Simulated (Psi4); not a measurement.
Reaction (SMILES): O=C=S + 4 [H][H] (H2) → C (CH4) + O (H2O) + S (H2S)
B3LYP-D3(BJ)/def2-TZVP geometries, fixed; electronic energies without zero-point terms.
Largest species:
```xyz
5

C      0.0000     0.0000     0.0000
H      0.6205     0.6269     0.6390
H     -0.6429    -0.6249     0.6185
H      0.6369    -0.6328    -0.6166
H     -0.6146     0.6308    -0.6409
```

How fast the energy of full hydrogenation converges with the basis for several methods (Psi4): deviation from each method's own reference, in kcal/mol. References: HF -71.04 kcal/mol, the value in aug-cc-pV(Q+d)Z; MP2 -59.53 kcal/mol, Hartree-Fock in aug-cc-pV(Q+d)Z plus the correlation part extrapolated as X^-3 from aug-cc-pV(T+d)Z and aug-cc-pV(Q+d)Z; PBE -58.85 kcal/mol, the value in aug-cc-pV(Q+d)Z; wB97X-V -67.43 kcal/mol, the value in aug-cc-pV(Q+d)Z. Cartesian d functions, on some or all atoms, in 6-31G*; all else is spherical. Density fitting with the program's default auxiliary sets. In correlated methods cores are frozen. Psi4's default fitting sets serve the pcseg sets less well. No added dispersion term, no relativity. Functionals ending in -V hold VV10 correlation. 

```json
[
 {"basis": "6-31G", "functions": "31", "HF": "___", "MP2": "19.87", "PBE": "6.51", "wB97X-V": "-1.30"},
 {"basis": "6-31G*", "functions": "49", "HF": "___", "MP2": "23.80", "PBE": "14.86", "wB97X-V": "10.32"},
 {"basis": "cc-pV(D+d)Z", "functions": "51", "HF": "___", "MP2": "9.32", "PBE": "7.97", "wB97X-V": "4.40"},
 {"basis": "def2-TZVP", "functions": "99", "HF": "___", "MP2": "9.90", "PBE": "5.52", "wB97X-V": "4.57"},
 {"basis": "cc-pV(T+d)Z", "functions": "99", "HF": "___", "MP2": "2.94", "PBE": "3.74", "wB97X-V": "2.52"},
 {"basis": "cc-pV(Q+d)Z", "functions": "175", "HF": "___", "MP2": "1.23", "PBE": "2.01", "wB97X-V": "1.37"},
 {"basis": "pcseg-3", "functions": "192", "HF": "___", "MP2": "-0.38", "PBE": "0.25", "wB97X-V": "0.36"},
 {"basis": "aug-pcseg-3", "functions": "281", "HF": "___", "MP2": "-0.18", "PBE": "0.14", "wB97X-V": "0.33"}
]
```

### Question
Fill in the missing entries.

### Answer

- 6-31G, HF: -11.04
- 6-31G*, HF: 4.15
- cc-pV(D+d)Z, HF: -0.36
- def2-TZVP, HF: 3.01
- cc-pV(T+d)Z, HF: 0.94
- cc-pV(Q+d)Z, HF: 0.63
- pcseg-3, HF: -0.18
- aug-pcseg-3, HF: -0.17

Mean absolute deviation over def2-TZVP, cc-pV(T+d)Z: HF 1.97, wB97X-V 3.54, PBE 4.63, MP2 6.42 kcal/mol.
